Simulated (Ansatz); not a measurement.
Ansatz (a quantum-chemistry and plane-wave program) input (MP2/6-311+G**): The .json file is the Basis Set Exchange's 6-311+G**.

Ansatz 0.2 input:
```yaml
crystal:
  periodic: [false, false, false]
  atoms:
    - {symbol: Si, position_ang: [0.01241810, 0.02066246, 1.21192572]}
    - {symbol: Si, position_ang: [-0.00991521, 0.04867099, -1.12060913]}
    - {symbol: H, position_ang: [-1.20864940, -0.56547163, 1.82210639]}
    - {symbol: H, position_ang: [1.21762135, -0.61946299, 1.79894031]}
    - {symbol: H, position_ang: [-0.03689409, -1.31618260, -1.70716646]}
    - {symbol: H, position_ang: [-1.21053620, 0.78404316, -1.58393597]}
    - {symbol: H, position_ang: [1.20341781, 0.74640588, -1.60837640]}
basis:
  gaussian:
    orbitals: 6-311+G__.json
magnetization: {spin_polarized: true, initial_magnetization: 1}
correlation: {method: mp2, electrons: outside_noble_gas}
```

Output:

```
Functional definition: HF
integrals: 0.05 GiB planned
686 factors; integrals over basis functions are off by at most 8.8e-4 eV
mean field: 0.22 GiB planned
mean field evaluation 1: about -15801.4866 eV, gradient 9.3e0 eV
mean field evaluation 2: about -15801.4888 eV, gradient 9.3e0 eV
mean field evaluation 4: about -15802.7227 eV, gradient 6.3e-1 eV
mean field evaluation 8: about -15802.7326 eV, gradient 3.2e-3 eV
mean field -15802.73260426 eV, -580.7397117298 hartree, gradient 3.2e-6 eV, S^2 0.757235; 0 other end points of the search recorded, 0 dependent functions left out
10 core orbitals not correlated
reference -15802.73260426 eV, -580.7397117298 hartree; 7, 6 occupied and 75, 76 virtual orbitals, 686 factors
second order -5.29688688 eV of doubles, -0.00000000 eV of singles
Total energy: -15808.02949114 eV, -580.9343687323 hartree
```

The geometry given is a B3LYP-D3(BJ)/def2-TZVP minimum.
